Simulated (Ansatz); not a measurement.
Computed with Ansatz.

A structure relaxed at PBE0-D4/def2-TZVP, charge 0, multiplicity 1:

Cartesian coordinates in Å:
```
C 0.7429 -0.1302 -1.2491
C 0.0470 -0.0237 0.0908
C -1.4401 0.2334 -0.0247
C 0.8231 0.5668 1.2994
C 0.5970 -0.6941 1.2705
F 0.7344 -1.8578 1.8609
H 0.6124 0.7907 -1.8258
H 0.3251 -0.9473 -1.8453
H 1.8122 -0.3092 -1.1253
H -1.9054 0.3083 0.9595
H -1.9362 -0.5698 -0.5784
H -1.6295 1.1650 -0.5669
H 1.2172 1.4680 1.7344
```

Problem. Give its formula and SMILES.

Solution. C5H7F, `CC1(C)C=C1F`.

Problem. Point group (tolerance 0.08 Å, 0.16 Å for H)?

Solution. Cs.

Problem. Summarise the bond lengths by kind.

Solution. 5 × C–C 1.281 to 1.553 Å; 7 × C–H 1.076 to 1.094 Å; 1 × C–F 1.312 Å.
